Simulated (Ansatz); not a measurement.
in.yaml

```yaml
crystal:
  periodic: [false, false, false]
  atoms:
    - {symbol: H, position_ang: [-1.874520, 0.000000, 0.000000]}
    - {symbol: H, position_ang: [-0.996520, 0.000000, 0.000000]}
    - {symbol: C, position_ang: [0.192480, 0.000000, 0.000000]}
    - {symbol: H, position_ang: [0.192480, -1.080023, 0.000000]}
    - {symbol: H, position_ang: [0.192480, 0.540011, 0.935327]}
    - {symbol: H, position_ang: [0.192480, 0.540012, -0.935327]}
basis:
  gaussian: {orbitals: cc-pVDZ}
magnetization: {spin_polarized: false, initial_magnetization: 1}
correlation: {method: fic_mrcisd_q, electrons: outside_noble_gas, active_space: {window: {electrons: 9, orbitals: 9}, shells: [{species: C, l: s, shell: 2}, {species: C, l: p, shell: 2}, {species: H, l: s, shell: 1}]}}
```

```sh
$ ansatz run in.yaml --threads 1 --pin off --events-out ev --progress --plain --max-ram 2393MiB
```

(1) Roughly how long does this take on 1 thread of Arm Neoverse V1, shared host, and how much host memory?

```
714 factors; integrals over basis functions are off by at most 2.3e-7 eV
mean field evaluation 1: about -1104.5154 eV, gradient 1.6e1 eV
mean field evaluation 2: about -1104.5156 eV, gradient 1.6e1 eV
mean field evaluation 4: about -1105.3475 eV, gradient 2.0e0 eV
mean field evaluation 8: about -1105.3666 eV, gradient 4.9e-4 eV
mean field -1105.36655296 eV, -40.6214715771 hartree, gradient 1.2e-6 eV, S^2 0.750000; 0 other end points of the search recorded, 0 dependent functions left out
reference -1105.36655296 eV, -40.6214715771 hartree; 6, 5 occupied and 33, 34 virtual orbitals, 714 factors
state -1107.82153754 eV, -40.7116905961 hartree
contracted CI cycle   1: correlation 0.00000000 eV, 0.0000000000 hartree, residual 1.64e1 eV
contracted CI cycle   2: correlation -3.12150205 eV, -0.1147130844 hartree, residual 3.18e0 eV
contracted CI cycle   3: correlation -3.23677602 eV, -0.1189493247 hartree, residual 6.16e-1 eV
contracted CI cycle   4: correlation -3.24109810 eV, -0.1191081581 hartree, residual 1.44e-1 eV
contracted CI cycle   5: correlation -3.24131634 eV, -0.1191161783 hartree, residual 3.40e-2 eV
contracted CI cycle   6: correlation -3.24132802 eV, -0.1191166076 hartree, residual 7.87e-3 eV
contracted CI cycle   7: correlation -3.24132866 eV, -0.1191166312 hartree, residual 1.70e-3 eV
contracted CI cycle   8: correlation -3.24132869 eV, -0.1191166323 hartree, residual 3.57e-4 eV
state -1107.82153754 eV, -40.7116905961 hartree; corrected -1111.20853180 eV, -40.8361603393 hartree
Total energy: -1111.20853180 eV, -40.8361603393 hartree
Checks for a lower state left out: starts, orbital_swaps
```

Natural occupations: 1.9845 1.9783 1.9783 1.9704 0.9996 0.0307 0.0197 0.0192 0.0192.

For the same geometry and basis UCCSDT(Q) lies 6.5 meV lower.

Results:

(1) 4.7 s wall and 0.34 GiB.
